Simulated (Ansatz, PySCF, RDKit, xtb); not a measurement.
Complex: C6H6 (SMILES c1ccccc1) (first 12 atoms) with H2O (SMILES O); geometry from S66by8 set.
(charge 0, multiplicity 1):
```xyz
15

C      1.287    -0.553    -1.208
H      1.403    -1.081    -2.144
C      0.985     0.808    -1.208
H      0.864     1.335    -2.144
C      0.834     1.489     0.000
H      0.598     2.544     0.000
C      0.985     0.808     1.208
H      0.864     1.335     2.144
C      1.287    -0.553     1.208
H      1.403    -1.081     2.144
C      1.438    -1.233     0.000
H      1.675    -2.288     0.000
O     -4.980    -0.520     0.000
H     -4.815    -1.465     0.000
H     -4.093    -0.149     0.000
```

Counterpoise-corrected where a basis set is named; no monomer relaxation. Rows marked so take none. RDKit's UFF carries no charges.

Correlated levels freeze the cores. Rows in 3-21G, 6-31G* carry no dispersion term and start afresh at each structure (6-31G* with six Cartesian d functions). MP2/6-31G* freezes PySCF's default core.

The values were computed with Ansatz (Gaussian orbitals); PySCF for 3-21G rows, 6-31G* rows, the dispersion terms; RDKit for the force fields; xtb for the GFN methods. Values without a source in brackets are computed.

```json
[
 {"level": "UFF", "interaction energy (meV)": "-5.1"},
 {"level": "GFN1-xTB", "interaction energy (meV)": "-4.7"},
 {"level": "HF/3-21G (no counterpoise)", "interaction energy (meV)": "-23.0"},
 {"level": "B3LYP-D3(BJ)/def2-TZVPPD", "interaction energy (meV)": "-17.5"},
 {"level": "PBE0-D3(BJ)/def2-TZVPPD", "interaction energy (meV)": "-19.3"},
 {"level": "wB97X-V/def2-TZVPPD", "interaction energy (meV)": "…"},
 {"level": "MP2/6-31G*", "interaction energy (meV)": "-18.0"},
 {"level": "SCS-MP2/aug-cc-pVDZ", "interaction energy (meV)": "-17.7"},
 {"level": "CCSD(T)/aug-cc-pVDZ", "interaction energy (meV)": "-17.9"}
]
```

### Question
Some entries are withheld; supply them.

### Answer

- wB97X-V/def2-TZVPPD, interaction energy (meV): -18.5

Ansatz is an electronic-structure program.
